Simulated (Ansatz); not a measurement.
**BSiNH+ (triplet): the correlation ladder, def2-TZVPP**

An exercise on one series of results from a longer session: the logs are not shown, and one member is left open.

Computed with Ansatz 0.2.0, Gaussian basis. Level: def2-TZVPP, core rule «outside noble gas», up to 7 orbitals frozen.

Plan: UHF; ROHF; CCSD(T) on UHF.

2 further runs of the same task are left out: 2 set aside as unsound or not needed.

### What is computed

The geometry is a PBE0/def2-TZVP stationary point (not a proven minimum) of the parent state, kept for this charge and spin.

4 atoms, charge 1, spin multiplicity 3.

Atoms are counted from 1 here; the program's logs count them from 0.

Bond lengths: B1–N2 1.375 Å, B1–Si3 1.996 Å, N2–Si3 1.766 Å, N2–H4 1.011 Å. Angles: N2–B1–Si3 59.8°, B1–N2–Si3 77.8°, B1–N2–H4 141.7°, Si3–N2–H4 140.4°, B1–Si3–N2 42.3°.

The first run:

Contents of in.yaml:

```yaml
crystal:
  periodic: [false, false, false]
  atoms:
    - {symbol: B, position_ang: [0.000000, -0.897712, 0.910090]}
    - {symbol: N, position_ang: [0.000000, 0.476424, 0.875935]}
    - {symbol: Si, position_ang: [0.000000, 0.061811, -0.840355]}
    - {symbol: H, position_ang: [0.000000, 1.285841, 1.482090]}
basis:
  gaussian: {orbitals: def2-TZVPP}
total_charge: 1
magnetization: {spin_polarized: true, initial_magnetization: 2}
hamiltonian: {xc: hf}
output: {orbitals: {seedname: orbitals}}
```

Started as:

```console
> ansatz run in.yaml --threads 1 --pin off --events-out ev --progress --plain --max-ram 4096MiB --backend cpu
```

Among the steps run: UHF; ROHF; CCSD(T) on UHF.

One of the session's tables, all rows but one given; the rest of the session is left out.

```
  method  from UCCSD(T) (meV)
    ROHF                    ?
     UHF             +10025.8
    UMP2              +1127.3
   UCCSD               +505.6
UCCSD(T)                    0
```

Q: Estimate the row for ROHF from the others.

The run gave: from UCCSD(T) (meV): +10263.5. In the column «from UCCSD(T) (meV)» it is the highest.
